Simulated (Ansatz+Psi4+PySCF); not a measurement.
Values are calculated unless marked as measured or tabulated.
## Psi4 1.11 run

```
molecule {
0 1
Li 0.000000 0.000000 -1.409960
F 0.000000 0.000000 0.469990
}

basis {
assign F cc-pVTZ
assign Li cc-pCVTZ
}
set reference rhf
set scf_type pk
energy('scf')
```

The input is written out from the run's settings.

Results

| Item | Value |
| --- | --- |
| Converged | yes |
| Total energy | -106.96160 hartree |
| Spin squared of the determinant | 0.000 |
| Occupied orbitals by symmetry in an Abelian subgroup (alpha; beta) | 4 A1 1 B1 1 B2; 4 A1 1 B1 1 B2 |

Caution: stretched shape with no unrestricted run beside it, a lower state can exist.
